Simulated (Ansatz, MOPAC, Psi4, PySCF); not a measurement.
System: HCl (charge 0, singlet). SMILES: Cl
Structure (B3LYP-D3(BJ)/def2-TZVP (Ansatz, a program for electronic structure) minimum search):
```
Cl
H 1 1.2820
```
Charge 0, spin multiplicity 1.

Property: enthalpy of formation at 298 K, in kcal/mol. Set-up: 6-311+G** with 5d, 6d on Na to Ar in Ansatz; non-relativistic; open shells spin-unrestricted; spin-orbit terms left out; 6-31G* and kin with 6d, 5d where marked; valence correlation only. CBS(X,Y): correlation extrapolated as X^-3; Hartree-Fock from the larger set (for Q and 5 zeta extrapolated as (X+1)exp(-9√X)). First-principles rows: single points at B3LYP-D3(BJ) geometries (Ansatz), with unscaled harmonic terms from B3LYP/6-31G* at its own minima, enthalpies of formation by atomisation with measured atoms. Semi-empirical rows: MOPAC heats of formation at their own minima for 298 K.

Measured values: Active Thermochemical Tables 1.112 (ions: stationary electron), as tabulated in the package chemicals; they hold spin-orbit and core effects, anharmonicity. 

Value to compare with, the measured value: -22.0 kcal/mol.

```
level                                        program  enthalpy of formation at 298 K (kcal/mol)  error
------------------------------------  --------------  -----------------------------------------  -----
AM1                                            MOPAC                                      -24.6   -2.6
MNDO                                           MOPAC                                      -15.3    6.7
HF/6-31G*                                     Ansatz                                       13.1   35.1
SVWN5/6-31G*                                  Ansatz                                      -30.5   -8.5
PBE/STO-3G                                    Ansatz                                      -26.0   -4.0
PBE/6-311+G**                                 Ansatz                                      -20.5    1.5
BP86/def2-SVP                                  PySCF                                      -21.8    0.2
BP86/6-31G* (5d)                               PySCF                                      -19.5    2.5
B3LYP/6-31G*                                  Ansatz                                      -15.5    6.5
B3LYP/6-311+G**                               Ansatz                                      -19.0    3.0
M06-2X/6-31G* (5d)                             PySCF                                      -15.8    6.2
M06-2X/6-311+G**                               PySCF                                      -19.5    2.5
wB97X-D/6-31G*                                  Psi4                                      -16.4    5.6
r2SCAN-D4/def2-TZVPD                  Ansatz + dftd4                                      -21.6    0.4
B3LYP-D3(BJ)/def2-TZVPD               Ansatz + dftd3                                      -20.7    1.3
M06-2X/def2-TZVPD                              PySCF                                      -21.1    0.9
CCSD(T)/CBS(cc-pV(Q+d)Z,cc-pV(5+d)Z)          Ansatz                                      -23.1   -1.1
```

Among the 13 habitual levels, HF/6-31G* lies farthest from the measured value (35.1 kcal/mol); 10 of 13 lie above it, and their mean absolute error is 6.5 kcal/mol, the median 4.0. One case shows no general order.

The levels are drawn from those run, B3LYP/6-31G* more often than the rest, none by its result; runs whose electronic state is in doubt are left out.
